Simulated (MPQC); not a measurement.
**PH3S (SMILES [PH3]=S) at 6 levels**

We compute a comparison of 6 runs (HF/STO-3G, HF/3-21G, HF/def2-SVP, PBE/6-31G, PBE/6-31G**, PBE0/def2-SVP) of PH3S. 

Program for the calculation: MPQC 2.3.1.

2 further runs of the same task are left out: 1 that didn't finish, 1 set aside as unsound or not needed.

## Step 1: Starting point

PH3S: 5 atoms, total charge 0, spin state singlet. As SMILES, `[PH3]=S`. Geometry: relaxed at GFN2-xTB.

Bond lengths: P1–S2 1.914 Å, P1–H3 1.394 Å, P1–H4 1.394 Å, P1–H5 1.394 Å. Angles: S2–P1–H3 118.2°, S2–P1–H4 118.2°, S2–P1–H5 118.2°, H3–P1–H4 99.6°, H3–P1–H5 99.4°, H4–P1–H5 99.4°.

## Step 2: Energy and gradient at HF/STO-3G (run 1)

mol.in

```
% emacs should use -*- KeyVal -*- mode
molecule<Molecule>: (
   symmetry = c1
   unit = bohr
   { atoms geometry } = {
      P  [ 0.01496663    -0.01247219     0.01447530 ]
      S  [ 2.38424855    -1.77849684     2.09997705 ]
      H  [ -2.20500803     0.87292119     1.12351777 ]
      H  [ -1.00622247    -1.27855090    -2.05827080 ]
      H  [ 0.81203421     2.19657985    -1.17969933 ]
   }
)
basis<GaussianBasisSet>: (
   name = "STO-3G"
   molecule = $:molecule
   basisdir = "."
   puream = yes
)
mpqc: (
   checkpoint = no
   savestate = no
   restart = no
   do_energy = yes
   do_gradient = yes
   optimize = no
   mole<CLHF>: (
      molecule = $:molecule
      basis = $:basis
      total_charge = 0
      memory = 1000000000
      print_evals = yes
      print_npa = yes
      maxiter = 120
      value_accuracy = 1e-08
      guess_wavefunction<CLHF>: (
         molecule = $:molecule
         total_charge = 0
         memory = 1000000000
         value_accuracy = 1e-3
         basis<GaussianBasisSet>: (
            name = "MINI (Huzinaga)"
            molecule = $:molecule
         )
      )
   )
)
```

The basis set STO-3G is read from a file made from the Basis Set Exchange's data (not shown).

Run with:

```bash
$ mpqc -o mol.out mol.in
```

Log:

```text
MPQC: Massively Parallel Quantum Chemistry
[...]
  LUMO is    18   A =   0.437858
  total scf energy = -731.7306293728
[...]
Value of the MolecularEnergy: -731.7306293728
  Gradient of the MolecularEnergy:
      1    0.0395523501
      2   -0.0297524203
      3    0.0350725266
      4   -0.0405987768
      5    0.0303077384
      6   -0.0357925012
      7   -0.0032856784
      8    0.0006218376
      9    0.0050601773
     10   -0.0000908419
     11   -0.0050521001
     12   -0.0033489075
[...]
      symmetry = c1
[...]
```

It took 0.2 s on 1 thread of Arm Neoverse V2, shared host.

## Step 3: Energy and gradient at HF/3-21G (run 2)

run.in

```
% emacs should use -*- KeyVal -*- mode
molecule<Molecule>: (
    symmetry = c1
    unit = angstrom
    { atoms geometry } = {
        P  [ 0.007920 -0.006600 0.007660 ]
        S  [ 1.261690 -0.941140 1.111260 ]
        H  [ -1.166840 0.461930 0.594540 ]
        H  [ -0.532470 -0.676580 -1.089190 ]
        H  [ 0.429710 1.162380 -0.624270 ]
    }
)
basis<GaussianBasisSet>: (
    name = "3-21G"
    molecule = $:molecule
    basisdir = "."
    puream = yes
)
mpqc: (
    checkpoint = no
    savestate = no
    restart = no
    do_energy = yes
    do_gradient = yes
    optimize = no
    mole<CLHF>: (
        molecule = $:molecule
        basis = $:basis
        total_charge = 0
        memory = 1000000000
        print_evals = yes
        print_npa = yes
        maxiter = 120
        value_accuracy = 1e-08
        guess_wavefunction<CLHF>: (
            molecule = $:molecule
            total_charge = 0
            memory = 1000000000
            value_accuracy = 1e-3
            basis<GaussianBasisSet>: (
                name = "STO-2G"
                molecule = $:molecule
            )
        )
    )
)
```

The basis set 3-21G is read from a file made from the Basis Set Exchange's data (not shown).

Run with:

```bash
$ mpqc run.in > run.out
```

Log:

```text
MPQC: Massively Parallel Quantum Chemistry
[...]
  LUMO is    18   A =   0.153957
  total scf energy = -736.2269132237
[...]
Value of the MolecularEnergy: -736.2269132237
  Gradient of the MolecularEnergy:
      1    0.0658206163
      2   -0.0492515540
      3    0.0581288580
      4   -0.0672646801
      5    0.0501834525
      6   -0.0592666856
      7    0.0042424717
      8   -0.0009641300
      9   -0.0044595708
     10    0.0011126106
     11    0.0047109612
     12    0.0039342081
[...]
      symmetry = c1
[...]
```

Run time: 0.46 s. Hardware: 1 thread of Arm Neoverse V2, shared host.

Run 3 isn't shown in full; the table further down has it.

## Step 4: Energy and gradient at PBE/6-31G (run 4)

job.in

```
molecule<Molecule>: (
  symmetry = c1
  unit = bohr
  { atoms geometry } = {
    P  [ 0.01496663 -0.01247219 0.01447530 ]
    S  [ 2.38424855 -1.77849684 2.09997705 ]
    H  [ -2.20500803 0.87292119 1.12351777 ]
    H  [ -1.00622247 -1.27855090 -2.05827080 ]
    H  [ 0.81203421 2.19657985 -1.17969933 ]
  }
)
basis<GaussianBasisSet>: (
  name = "6-31G"
  molecule = $:molecule
  basisdir = "."
  puream = yes
)
mpqc: (
  checkpoint = no
  savestate = no
  restart = no
  do_energy = yes
  do_gradient = yes
  optimize = no
  mole<CLKS>: (
    molecule = $:molecule
    basis = $:basis
    total_charge = 0
    memory = 1000000000
    print_evals = yes
    print_npa = yes
    maxiter = 120
    value_accuracy = 1e-08
    functional<StdDenFunctional>: ( name = "PBE" )
    integrator<RadialAngularIntegrator>: ( grid = xfine )
    guess_wavefunction<CLHF>: (
      molecule = $:molecule
      total_charge = 0
      memory = 1000000000
      value_accuracy = 1e-3
      basis<GaussianBasisSet>: (
        name = "STO-3G"
        molecule = $:molecule
      )
    )
  )
)
```

The basis set 6-31G is read from a file made from the Basis Set Exchange's data (not shown).

Run with:

```bash
$ mpqc job.in > job.out
```

Log:

```text
MPQC: Massively Parallel Quantum Chemistry
[...]
  Integrated electron density error = 0.000310325850
  iter     1 energy = -740.5492494278 delta = 3.42285e-01
  Integrated electron density error = -0.000668602189
  iter     2 energy = -740.5108101492 delta = 1.48198e-01
[...]
  Integrated electron density error = -0.000000030909
  iter    12 energy = -740.8638725758 delta = 1.18300e-06
  Integrated electron density error = -0.000000030906
  iter    13 energy = -740.8638725758 delta = 7.43653e-08
  Integrated electron density error = -0.000000030905
  iter    14 energy = -740.8638725758 delta = 4.59344e-08
[...]
  LUMO is    18   A =  -0.024943
  total scf energy = -740.8638725758
[...]
  Integrated electron density error = -0.000000032470
  Total Gradient:
[...]
Value of the MolecularEnergy: -740.8638725758
  Gradient of the MolecularEnergy:
      1    0.0408552153
      2   -0.0305517196
      3    0.0360666322
      4   -0.0653751836
      5    0.0487747290
      6   -0.0576001245
      7    0.0218906376
      8   -0.0086962359
      9   -0.0106313407
     10    0.0102521265
     11    0.0122398362
     12    0.0203354988
[...]
        symmetry = c1
[...]
```

Wall time 8.4 s (1 thread of Arm Neoverse V2, shared host).

Run 5 isn't shown in full; the table further down has it.

## Step 5: Energy and gradient at PBE0/def2-SVP (run 6)

Changes to job.in since step 4:

```diff
@@ -4,7 +4,7 @@
   { atoms geometry } = {
-    P  [ 0.01496663 -0.01247219 0.01447530 ]
-    S  [ 2.38424855 -1.77849684 2.09997705 ]
-    H  [ -2.20500803 0.87292119 1.12351777 ]
-    H  [ -1.00622247 -1.27855090 -2.05827080 ]
-    H  [ 0.81203421 2.19657985 -1.17969933 ]
+    P  [ 0.01496663  -0.01247219   0.01447530 ]
+    S  [ 2.38424855  -1.77849684   2.09997705 ]
+    H  [ -2.20500803   0.87292119   1.12351777 ]
+    H  [ -1.00622247  -1.27855090  -2.05827080 ]
+    H  [ 0.81203421   2.19657985  -1.17969933 ]
   }
@@ -12,3 +12,3 @@
 basis<GaussianBasisSet>: (
-  name = "6-31G"
+  name = "def2-SVP"
   molecule = $:molecule
@@ -33,3 +33,7 @@
     value_accuracy = 1e-08
-    functional<StdDenFunctional>: ( name = "PBE" )
+    functional<SumDenFunctional>: (
+      a0 = 0.25
+      coefs = [ 0.75 1 ]
+      funcs: [ <PBEXFunctional>: () <PBECFunctional>: () ]
+    )
     integrator<RadialAngularIntegrator>: ( grid = xfine )
```

The basis set def2-SVP is read from a file made from the Basis Set Exchange's data (not shown).

Run with:

```bash
$ mpqc -o job.out job.in
```

Log:

```text
MPQC: Massively Parallel Quantum Chemistry
[...]
  Integrated electron density error = 0.000151432500
  iter     1 energy = -740.3629784809 delta = 2.14746e-01
  Integrated electron density error = 0.000016434583
  iter     2 energy = -740.6419986428 delta = 6.09900e-02
[...]
  Integrated electron density error = 0.000000086744
  iter    11 energy = -740.8277711071 delta = 3.58505e-07
  Integrated electron density error = 0.000000086743
  iter    12 energy = -740.8277711071 delta = 5.06280e-08
  Integrated electron density error = 0.000000086744
  iter    13 energy = -740.8277711071 delta = 2.28604e-08
[...]
  LUMO is    18   A =   0.023377
  total scf energy = -740.8277711071
[...]
  Integrated electron density error = 0.000000085194
  Total Gradient:
[...]
Value of the MolecularEnergy: -740.8277711071
  Gradient of the MolecularEnergy:
      1   -0.0058157990
      2    0.0041708548
      3   -0.0049509528
      4   -0.0088685410
      5    0.0066635320
      6   -0.0078698558
      7    0.0124228922
      8   -0.0050148851
      9   -0.0054773453
     10    0.0060679054
     11    0.0064411287
     12    0.0114658154
[...]
        symmetry = c1
[...]
```

Wall time 15 s (1 thread of Arm Neoverse V2, shared host); peak memory 0.13 GiB.

## Step 6: The series

| run | level | starting guess | integration grid | energy (Eh) | HOMO energy (eV) | LUMO energy (eV) | HOMO–LUMO gap (eV) | wall time |
| --- | --- | --- | --- | --- | --- | --- | --- | --- |
| 1 | HF/STO-3G | MINI (Huzinaga) | – | -731.730629 | -4.60 | 11.91 | 16.51 | 0.2 s |
| 2 | HF/3-21G | STO-2G | – | -736.226913 | -9.41 | 4.19 | 13.60 | 0.46 s |
| 3 | HF/def2-SVP | STO-3G | – | -739.768620 | -9.35 | 4.02 | 13.37 | 2 s |
| 4 | PBE/6-31G | STO-3G | xfine | -740.863873 | -5.55 | -0.68 | 4.87 | 8.4 s |
| 5 | PBE/6-31G** (spherical functions) | 3-21G | xfine | -740.954159 | -5.73 | -0.72 | 5.01 | 19 s |
| 6 | PBE0/def2-SVP | STO-3G | xfine | -740.827771 | -6.73 | 0.64 | 7.36 | 15 s |

## Step 7: Results

| quantity | value |
| --- | --- |
| run 6: total energy | -740.82777 Eh |
| run 6: HOMO energy | -6.73 eV |
| run 6: LUMO energy | 0.64 eV |
| run 6: HOMO–LUMO gap | 7.36 eV |
| run 6: largest force on an atom | 0.748 eV/Å |

In words: The HOMO–LUMO gap runs from 4.87 eV (PBE/6-31G) to 16.51 eV (HF/STO-3G). The two ends differ in method and basis. Totals of different functionals can't be ranked against each other. In run 1 the basis is minimal, so the values are rough. All runs together took 45 s, the longest 19 s.
